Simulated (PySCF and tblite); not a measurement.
The numbers below are computed, except where a source is named.
C₃H₇FO, numbered as in [OH:1][CH2:2][CH2:3][CH2:4][F:5].

Search: ETKDG, MMFF94s, GFN2-xTB, 150 starts; geometries at GFN2-xTB. Weights use PBE0-D3(BJ)/def2-TZVP (IEF-PCM, chloroform) energies plus GFN2-xTB zero-point and thermal terms (modes under about 100 cm⁻¹ blended into free rotors). Symmetry numbers and mirror images are counted. Conformers within 3 kcal/mol (GFN2-xTB free energy) were kept, 10 at most. GIAO shieldings: mPW1PW91/pcSseg-1 (IEF-PCM, chloroform). Shifts are against TMS (¹H), TMS (¹³C) at the same level. Run with PySCF (density fitting) and tblite.

Torsions listed: H1–O1–C2–C3, O1–C2–C3–C4, C2–C3–C4–F5. Of a mirror pair one member is shown.

```tsv
conformer	shape	symmetry	E(GFN2) kcal/mol	E(DFT) kcal/mol
1	-176°, 68°, 70°	C1 (pair)	1.34	0.01
2	-176°, -177°, -63°	C1 (pair)	1.70	0.39
3	71°, -67°, -61°	C1 (pair)	0.86	0.15
4	178°, 62°, 179°	C1 (pair)	1.52	0.43
5	62°, 66°, 74°	C1 (pair)	0.58	0.24
```

Not shown: 5 more, 39.8 % in all.

How much do the weights at 298.15 K and the averaged shift of C2 depend on how the conformers are weighted?


```tsv
weighting	1 (%)	2 (%)	3 (%)	4 (%)	5 (%)	δ (ppm)	rms dipole (D)
DFT energy with thermal terms, symmetry and mirror images (full scheme)	18	12	11	10	9	64.7	2.48
DFT energy with symmetry and mirror images	16	8	12	8	11	65.0	2.52
bare DFT energy	16	8	12	8	11	65.0	2.52
GFN2-xTB energy with symmetry and mirror images	3	2	7	2	11	65.9	2.59
GFN2-xTB free energy	4	3	7	3	11	65.4	2.51
leading conformer alone	100	0	0	0	0	62.4	1.85
equal weights	10	10	10	10	10	64.9	2.52
full scheme, search stopped after three starts	50	0	0	0	0	63.8	1.83
```

The largest departure from the full scheme, 2.3 ppm, comes with: leading conformer alone.

For its torsions the set is small; conformers may be missing.
